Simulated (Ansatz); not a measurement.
Cartesian coordinates in Å:
```
F -0.8289 0.2410 1.8056
C -0.4554 0.5071 0.5414
C 0.8533 -0.0322 0.0408
C 0.1200 -0.7150 -0.8350
O -1.1421 -0.3544 -0.4068
H -0.6884 1.5507 0.3158
H 1.8935 0.1507 0.2415
H 0.2480 -1.3478 -1.7032
```

Charge 0, multiplicity 1.

Problem. List the PBE0/def2-TZVPP orbital energies in eV (the Gaussian-basis code of Ansatz). (An estimate is asked.)

Solution. Computed: Occupied: -674.33, -523.68, -282.16, -280.37, -278.44, -34.47, -30.66, -21.77, -19.62, -16.30, -15.32, -14.95, -14.45, -12.64, -11.81, -11.11, -10.40, -9.60, -7.12. Lowest empty: -0.23, 2.08, 2.16, 2.31, 2.76, 3.63, 4.47, 4.64.
